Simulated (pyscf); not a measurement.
**Atom transfer: `[SiH3][Si]([SiH3])[SiH3]` [doublet] + `[F][CH2][F]` -> `[F][Si]([SiH3])([SiH3])[SiH3]` + `[CH2][F]` [doublet]**

Gas phase, doublet surface, charge 0. Bonds broken: C15–F16. Bonds formed: Si1–F16. Single points on ωB97X-D3(BJ)/def2-SVP structures (PySCF, gas phase).

Transition state (Å):

```xyz
18

Si    -0.0760    -0.1770     0.8231
Si     1.5315     0.0719     2.4707
Si    -1.7765    -1.6226     1.4398
Si    -0.8567     1.8428     0.0019
H      2.6996     0.8286     1.9263
H      1.0149     0.8175     3.6609
H      2.0041    -1.2686     2.9307
H     -2.6482    -1.9101     0.2604
H     -1.2021    -2.9102     1.9334
H     -2.6401    -1.0522     2.5208
H     -1.7775     1.5916    -1.1469
H      0.2946     2.6640    -0.4783
H     -1.5966     2.6267     1.0371
F      0.7954     0.4501    -2.9456
C      1.2716    -0.7070    -2.5132
F      0.7715    -0.7751    -0.8560
H      2.3618    -0.7250    -2.4196
H      0.7612    -1.5773    -2.9372
```

One imaginary mode, 1097i cm⁻¹; descent along it reached the two sides named.

```
bond     change  reactant side (Å)  saddle  product side
-------  ------  -----------------  ------  ------------
C15–F16  breaks              1.356   1.732           3.0
Si1–F16   forms                3.4   1.974         1.650
```

Electronic energies relative to the separated reactants (kJ/mol):

```tsv
level	barrier	reaction energy	reverse barrier
ωB97X-D3(BJ)/def2-TZVP	141.4	-58.3	199.7
PBE/def2-TZVP	81.2	-49.1	130.3
r²SCAN/def2-TZVP	93.5	-61.9	155.4
B3LYP-D3(BJ)/def2-TZVP	99.0	-67.0	166.1
PBE0-D3(BJ)/def2-TZVP	113.4	-51.2	164.7
M06-2X/def2-TZVP	130.9	-56.5	187.4
ωB97M-D3(BJ)/def2-TZVP	123.2	-64.1	187.3
HF/def2-TZVP	228.7	-81.1	309.8
```

With ωB97M-D3(BJ)/def2-TZVP energies and thermal terms (ideal gas, 1 atm, RRHO with modes under 100 cm⁻¹ raised to 100, one conformer, R ln 2 for chiral ones without a mode under 150 cm⁻¹), in kJ/mol:

```
T (K)    ΔH‡    ΔG‡     ΔH     ΔG
-----  -----  -----  -----  -----
298    117.3  160.0  -75.7  -78.3
600    122.5  201.1  -71.5  -82.7
900    126.8  239.4  -69.1  -88.8
1200   130.3  276.3  -67.8  -95.6
```

This is the saddle that the search found; another between the same sides may lie lower. The angle at the transferred F is 158°.
